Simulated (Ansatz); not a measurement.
The input, for Ansatz 0.2.0:

```yaml
crystal:
  periodic: [false, false, false]
  atoms:
    - {symbol: Ge, position_ang: [0.000000, -0.056997, -0.027033]}
    - {symbol: H, position_ang: [0.000000, 1.063853, -1.160521]}
    - {symbol: H, position_ang: [0.000000, 3.043797, 3.108756]}
basis:
  gaussian: {orbitals: cc-pVDZ}
magnetization: {spin_polarized: false}
correlation: {method: bccd_t, electrons: outside_noble_gas}
```

```sh
$ ansatz run in.yaml --threads 1 --pin off --events-out ev --progress --plain --max-ram 2393MiB
```

The program prints:

```
416 factors; integrals over basis functions are off by at most 8.9e-4 eV
mean field evaluation 1: about -56494.5300 eV, gradient 1.4e1 eV
mean field evaluation 2: about -56494.5301 eV, gradient 1.4e1 eV
mean field evaluation 4: about -56495.1151 eV, gradient 1.0e1 eV
mean field evaluation 8: about -56497.1693 eV, gradient 1.1e0 eV
mean field evaluation 16: about -56497.1759 eV, gradient 3.3e-6 eV
mean field evaluation 32: about -56496.1081 eV, gradient 3.6e-2 eV
mean field evaluation 64: about -56496.9488 eV, gradient 3.5e0 eV
mean field evaluation 96: about -56491.6534 eV, gradient 4.9e0 eV
mean field evaluation 128: about -56481.3439 eV, gradient 2.4e-2 eV
mean field -56497.17591736 eV, -2076.2329198018 hartree, gradient 3.1e-6 eV, S^2 0.000000; 8 other end points of the search recorded, 0 dependent functions left out; unrestricted orbitals would lower it
mean field evaluation 160: about -56497.7904 eV, gradient 3.0e1 eV
determinant -56497.17591736 eV, -2076.2329198018 hartree, with singles and doubles -56501.90657768 eV, -2076.4067683618 hartree
determinant -56496.10814432 eV, -2076.1936798664 hartree, with singles and doubles -56501.23544779 eV, -2076.3821047932 hartree
determinant -56491.87130382 eV, -2076.0379788497 hartree, with singles and doubles -56498.95480178 eV, -2076.2982925985 hartree
...
cycle   9  -5.47128467 eV  change   -6.3e-2 eV  update   1.1e-2
cycle  10  -5.49928191 eV  change   -2.8e-2 eV  update   2.7e-3
cycle  11  -5.48613344 eV  change    1.3e-2 eV  update   1.6e-3
cycle  12  -5.48728697 eV  change   -1.2e-3 eV  update   3.8e-4
cycle  13  -5.48818101 eV  change   -8.9e-4 eV  update   1.5e-4
cycle  14  -5.48826259 eV  change   -8.2e-5 eV  update   3.7e-5
cycle  15  -5.48825599 eV  change    6.6e-6 eV  update   1.5e-5
cycle  16  -5.48824797 eV  change    8.0e-6 eV  update   6.9e-6
cycle  17  -5.48824532 eV  change    2.6e-6 eV  update   2.7e-6
cycle  18  -5.48824238 eV  change    2.9e-6 eV  update   1.0e-6
perturbative correction -0.42957281 eV, -0.0157865095 hartree
WARN: these amplitudes may be one of several solutions (largest doubles amplitude 0.82, level shift 6.21 eV)
Total energy: -56503.09373256 eV, -2076.4503954989 hartree
```

For the same geometry and basis full CI lies 100.4 meV higher.

Ran on 1 thread of Intel Xeon Platinum 8488C, shared host: 2.4 s wall, 0.19 GiB peak host memory.
